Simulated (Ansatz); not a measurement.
Geometry optimisation, RKS BHLYP-D4/def2-mTZVP (Ansatz 0.2.0).

Input:

```yaml
crystal:
  periodic: [false, false, false]
  atoms:
    - { symbol: B, position_ang: [-0.012082, 0.19784, 0.050454] }
    - { symbol: H, position_ang: [-0.070793, 0.506756, 1.19296] }
    - { symbol: H, position_ang: [1.004128, 0.0413, -0.530642] }
    - { symbol: F, position_ang: [-1.138473, 0.095601, -0.622646] }
    - { symbol: P, position_ang: [0.135613, -2.718999, 1.142521] }
    - { symbol: H, position_ang: [-0.544455, -2.6264, -0.08679] }
    - { symbol: H, position_ang: [1.414639, -2.573837, 0.570882] }
    - { symbol: H, position_ang: [-0.004178, -1.344661, 1.460561] }
basis:
  gaussian: { orbitals: def2-mTZVP }
hamiltonian:
  xc: { name: BHLYP }
  dispersion: d4
relax:
  f_tol: 0.03
  max_steps: 50
output:
  orbitals: {}
```

Run as:

```bash
$ ansatz run input.yaml --threads 1 --pin off --max-ram 2048MiB --backend cpu --events-out ev --progress --plain --runs-dir out
```

Problem. Where does it end, and by what steps?

Solution. It converged. The force dipped under the threshold on the way, but the program's further checks kept it going. After 15 steps the energy has fallen by 0.145 eV; H8 moved furthest, 0.75 Å.

```
step  energy less start (eV)  largest force component (eV/Å)  accepted
   0                  0.0000                           0.430       yes
   1                 -0.0967                           0.184       yes
   2                 -0.1142                           0.504       yes
   3                 -0.1390                           0.374       yes
   4                 -0.1429                           0.084       yes
   5                 -0.1442                           0.024       yes
   6                 -0.1413                           0.287        no
   7                 -0.1445                           0.034       yes
   8                 -0.1447                           0.037       yes
   9                 -0.1448                           0.046       yes
  10                 -0.1450                           0.070       yes
  11                 -0.1448                           0.082        no
  12                 -0.1451                           0.059       yes
  13                 -0.1453                           0.043       yes
  14                 -0.1453                           0.031       yes
  15                 -0.1454                           0.027       yes
```

```xyz
8
Properties=species:S:1:pos:R:3
B 0.011 0.426 -0.077
H -0.013 0.807 1.043
H 1.004 0.216 -0.683
F -1.135 0.241 -0.690
P 0.229 -3.053 1.098
H -0.570 -2.672 0.000
H 1.399 -2.441 0.597
H -0.141 -1.945 1.889
```

Whether the end is a true minimum wasn't checked by a vibrational analysis.

The run took 54 s on 1 thread of Intel(R) Xeon(R) Platinum 8175M CPU @ 2.50GHz (Skylake/Cascade Lake), with other jobs on the host, peak memory 0.16 GiB.
